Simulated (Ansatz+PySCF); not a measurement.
Values are calculated unless marked as measured or tabulated.
# Several solutions for singlet CHO(+)

```xyz
3

H    -0.0401   -0.0069   -1.5971
C    -0.0324   -0.0041   -0.5528
O    -0.0338   -0.0322    0.6073
```

Basis set: def2-SVP (spherical functions). Charge 1, multiplicity 1.

CASSCF(10,9) was run from several starts with Ansatz (development build ahead of 0.2.0) and PySCF 2.14.0. The starts are those of the Hartree–Fock orbitals from which the active space was taken at the frontier.

```json
{"run": "A", "program": "Ansatz", "start": "search for the lowest state", "converged": "yes", "energy (hartree)": "-113.03482", "<S²>": "0.00"}
{"run": "B", "program": "PySCF", "start": "program defaults", "converged": "yes", "energy (hartree)": "-113.03030", "<S²>": "0.00"}
{"run": "C", "program": "Ansatz", "start": "stability test followed", "converged": "yes", "energy (hartree)": "-113.03030", "<S²>": "0.00"}
{"run": "D", "program": "Ansatz", "start": "atomic start, no search", "converged": "yes", "energy (hartree)": "-113.03030", "<S²>": "0.00"}
```

Question: Which runs reached the lowest solution of this kind, and what is wrong with the others?

Answer: A reached the lowest solution found. Converged but too high: B by 0.12 eV, C by 0.12 eV, D by 0.12 eV. Convergence only shows a stationary point; in CASSCF the end hangs on which orbitals enter the active space. Caution: other starts end on other solutions of this active space.
